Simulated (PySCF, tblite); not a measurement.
**A complex of methylammonium and ammonia**

A gas-phase complex of methylammonium and ammonia; charge +1, singlet. The structure comes from a short search (6 tight-binding starts) and was relaxed by PBE0-D3(BJ)/def2-SVPD; another way of binding may lie lower. No frequency run checks that it is a minimum.

Parts: 1 = methylammonium (C[NH3+]), atoms 1–8, charge +1; 2 = ammonia (N), atoms 9–12.

```tsv
atom	part	x (Å)	y (Å)	z (Å)
C1	1	0.767	0.055	0.074
N2	1	-0.666	-0.229	-0.166
H3	1	0.848	0.876	0.794
H4	1	1.231	0.351	-0.873
H5	1	1.269	-0.834	0.470
H6	1	-1.138	-0.518	0.694
H7	1	-1.185	0.668	-0.562
H8	1	-0.788	-0.991	-0.838
N9	2	-1.867	2.008	-1.135
H10	2	-1.811	2.075	-2.151
H11	2	-2.859	2.063	-0.904
H12	2	-1.446	2.863	-0.772
```

Contacts between parts, classed by geometry: H7···N9 1.609 Å (hydrogen bond, 177°).

Deforming the relaxed parts to their shape here costs 3.4 kcal/mol, which the interaction energies leave out.

Interaction energies are complex less parts, with the parts frozen as they stand in it; counterpoise-corrected, in kcal/mol (PySCF).

(1) Give the interaction energy at each level run.

(2) What holds them together? Decompose the wB97M-D3(BJ)/def2-TZVPD energy: frozen parts, their antisymmetrised product, then relaxation.

The parts were also relaxed and run alone, at the levels used for the complex: shieldings by PBE0/pcSseg-2.

(3) How do these values change when the complex forms?

Answers

(1) 
```
                  level  interaction  superposition error removed
wB97M-D3(BJ)/def2-TZVPD       -26.74                        -0.29
 PBE0-D3(BJ)/def2-TZVPD       -28.58                        -0.25
```

(2) electrostatic -34.9, Pauli repulsion +34.8, orbital relaxation -25.4, dispersion correction -1.5 kcal/mol, which sum to the value before the counterpoise correction; the Pauli term holds the exchange-correlation of the frozen density too. Of the attraction, 57 % is electrostatic, 41 % is orbital relaxation, 2 % is dispersion correction.

(3) 
```csv
property,alone,in the complex,change
N2–H7 bond (Å),1.026,1.109,+0.083
shielding of H7 (ppm),26.67,14.23,-12.44
shielding of N9 (ppm),262.5,242.8,-19.7
shielding of N2 (ppm),222.9,214.8,-8.0
```

Density functionals tend to overstate the lengthening and the red shift of so strongly bound an X–H bond.
